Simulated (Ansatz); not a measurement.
# One shape, several levels: PF3 (SMILES FP(F)F)

Aim: a comparison of 6 runs (UHF/STO-3G, SVWN5/STO-3G, UPBE0/STO-3G, wB97X/STO-3G, UMP2/STO-3G, BCCD(T)/STO-3G) of PF3. 

The calculation is run with Ansatz 0.2.0.

42 further runs of the same task are left out: 7 that didn't finish, 35 set aside as unsound or not needed.

## 1. Starting point

PF3 has 4 atoms, charge 0, and is taken as a singlet. As SMILES, `FP(F)F`. The F2–P1 distance was set to 2.395 Å, away from the relaxed value. At this shape a bond of the SMILES string is far longer than usual.

Bond lengths: P1–F3 1.598 Å, P1–F4 1.598 Å. Angles: F3–P1–F4 94.0°. A long bond or contact: P1–F2 2.395 Å.

## 2. The energy at UHF/STO-3G (run 1)

job.yaml

```yaml
basis:
  gaussian: {orbitals: STO-3G}
crystal:
  periodic: [false, false, false]
  atoms:
    - {symbol: P, position_ang: [-0.681769, 0.022415, 1.065022]}
    - {symbol: F, position_ang: [1.349610, -0.029560, -0.203150]}
    - {symbol: F, position_ang: [-1.325629, 1.197575, 0.194542]}
    - {symbol: F, position_ang: [-1.373639, -1.138455, 0.211782]}
hamiltonian: {xc: hf}
magnetization: {spin_polarized: true}
accuracy: high
```

Run with:

```
ansatz run job.yaml --threads 1 --pin off --max-ram 2610MiB --events-out events.jsonl --progress --plain --runs-dir runs
```

Standard output:

```text
Warning: RAYON_NUM_THREADS=1 ignored (pool sized by the plan → 1); use --threads N
Functional definition: HF
  name "HF"
  exchange = exact_x
  correlation = 0
442 factors; integrals over basis functions are off by at most 3.4e-8 eV
mean field evaluation 1: about -17158.0218 eV, gradient 2.1e1 eV
mean field evaluation 2: about -17158.1041 eV, gradient 2.1e1 eV
mean field evaluation 4: about -17166.1410 eV, gradient 2.7e0 eV
mean field evaluation 8: about -17166.2513 eV, gradient 1.5e-3 eV
mean field evaluation 16: about -17169.1317 eV, gradient 2.3e-8 eV
mean field evaluation 32: about -17168.8887 eV, gradient 5.3e-1 eV
mean field evaluation 64: about -17156.8947 eV, gradient 2.2e1 eV
mean field evaluation 96: about -17163.2290 eV, gradient 2.5e0 eV
mean field evaluation 128: about -17166.2513 eV, gradient 4.5e-5 eV
mean field -17169.13169905 eV, -630.9539522845 hartree, gradient 2.3e-8 eV, S^2 0.902677; 5 other end points of the search recorded, 0 dependent functions left out
reference -17169.13169905 eV, -630.9539522845 hartree; 21, 21 occupied and 3, 3 virtual orbitals, 442 factors
Total energy: -17169.13169905 eV, -630.9539522845 hartree
```

Run time: 0.3 s. Hardware: 1 thread of AMD EPYC 9R45 (Zen 5), shared host.

## 3. A single-point energy at SVWN5/STO-3G (run 2)

input.yaml

```yaml
crystal:
  periodic: [false, false, false]
  atoms:
    - {symbol: P, position_ang: [-0.681769, 0.022415, 1.065022]}
    - {symbol: F, position_ang: [1.349610, -0.029560, -0.203150]}
    - {symbol: F, position_ang: [-1.325629, 1.197575, 0.194542]}
    - {symbol: F, position_ang: [-1.373639, -1.138455, 0.211782]}
basis:
  gaussian:
    orbitals: STO-3G
magnetization:
  spin_polarized: false
  initial_magnetization: 0
hamiltonian:
  xc: {name: SVWN5}
accuracy: high
```

Run with:

```
ansatz run input.yaml --threads 1 --pin off --max-ram 2610MiB --events-out events.jsonl --progress --plain --runs-dir runs
```

Standard output:

```text
Warning: RAYON_NUM_THREADS=1 ignored (pool sized by the plan → 1); use --threads N
Functional definition: SVWN5
  name "SVWN5"
  exchange = slater_x
  correlation = vwn5_c
442 factors; integrals over basis functions are off by at most 3.4e-8 eV
mean field evaluation 1: about -17117.4314 eV, gradient 2.9e1 eV
mean field evaluation 2: about -16775.8156 eV, gradient 7.5e1 eV
mean field evaluation 4: about -17114.9823 eV, gradient 2.2e1 eV
mean field evaluation 8: about -17124.6013 eV, gradient 1.1e-1 eV
mean field evaluation 16: about -17102.3843 eV, gradient 1.1e1 eV
mean field -17124.60134975 eV, -629.3174921317 hartree, gradient 2.0e-8 eV, S^2 0.000000; 0 other end points of the search recorded, 0 dependent functions left out
reference -17124.60135070 eV, -629.3174921666 hartree; 21, 21 occupied and 3, 3 virtual orbitals, 442 factors
Total energy: -17124.60135070 eV, -629.3174921666 hartree
```

Wall time 0.3 s (1 thread of AMD EPYC 9R45 (Zen 5), shared host).

Runs 3 to 5 aren't shown in full; the table further down has their settings and results.

## 4. A single-point energy at BCCD(T)/STO-3G (run 6)

in.yaml

```yaml
crystal:
  periodic: [false, false, false]
  atoms:
    - {symbol: P, position_ang: [-0.681769, 0.022415, 1.065022]}
    - {symbol: F, position_ang: [1.349610, -0.029560, -0.203150]}
    - {symbol: F, position_ang: [-1.325629, 1.197575, 0.194542]}
    - {symbol: F, position_ang: [-1.373639, -1.138455, 0.211782]}
basis:
  gaussian:
    orbitals: STO-3G
correlation:
  method: bccd_t
  frozen_orbitals: {F: 1, P: 5}
accuracy: high
scf:
  omitted_lower_state_checks: [cluster_reference, increment]
```

Run with:

```
ansatz run in.yaml --threads 1 --pin off --max-ram 2610MiB --events-out events.jsonl --progress --plain --runs-dir runs
```

Standard output:

```text
Warning: RAYON_NUM_THREADS=1 ignored (pool sized by the plan → 1); use --threads N
[... 12 lines left out ...]
8 core orbitals not correlated: weight in the atoms' cores, before any rotation towards them, 1.000 or more for the frozen orbitals, at most 0.000 for the correlated occupied ones
[... 36 lines left out ...]
WARN: these amplitudes may be one of several solutions (largest doubles amplitude 0.48, level shift 6.98 eV)
Total energy: -17171.81286095 eV, -631.0524831671 hartree
Checks for a lower state left out: cluster_reference, increment
```

It took 0.18 s on 1 thread of AMD EPYC 9R45 (Zen 5), shared host.

## 5. All runs side by side

| run | level | frozen core orbitals | energy (Eh) | wall time |
| --- | --- | --- | --- | --- |
| 1 | UHF/STO-3G | – | -630.953952 | 0.3 s |
| 2 | SVWN5/STO-3G | – | -629.317492 | 0.3 s |
| 3 | UPBE0/STO-3G | – | -632.190412 | 2.4 s |
| 4 | wB97X/STO-3G | – | -632.489318 | 2 s |
| 5 | UMP2/STO-3G | 8 | -631.012774 | 0.42 s |
| 6 | BCCD(T)/STO-3G | 8 | -631.052483 | 0.18 s |

## 6. Results

| quantity | value |
| --- | --- |
| run 6: total energy | -631.05248 Eh |
| run 6: correlation energy (8 core orbitals frozen) | -204.4 mEh |
| run 6: (T) correction | -10.83 mEh |

**Reading.** Below the UHF energy at the same shape and in the same basis (STO-3G): UMP2 -58.8 mEh; BCCD(T) -98.5 mEh. Some of these start from another determinant than that one, so these aren't their correlation energies. Totals of different functionals can't be ranked against each other. In run 6 the log says that unrestricted orbitals would lower the reference, so the values rest on an unstable closed-shell determinant (other closed-shell runs at this shape may share the fault). In runs 1, 2, 3, 4, 5, 6 the basis is minimal, so the values are rough. Spin contamination of the reference: run 1 ⟨S²⟩ = 0.90, run 5 ⟨S²⟩ = 0.90, run 3 ⟨S²⟩ = 0.51. Where it is this large, the reference is a mixture of spin states, and values that rest on it are in doubt. All runs together took 5.5 s, the longest 2.4 s.
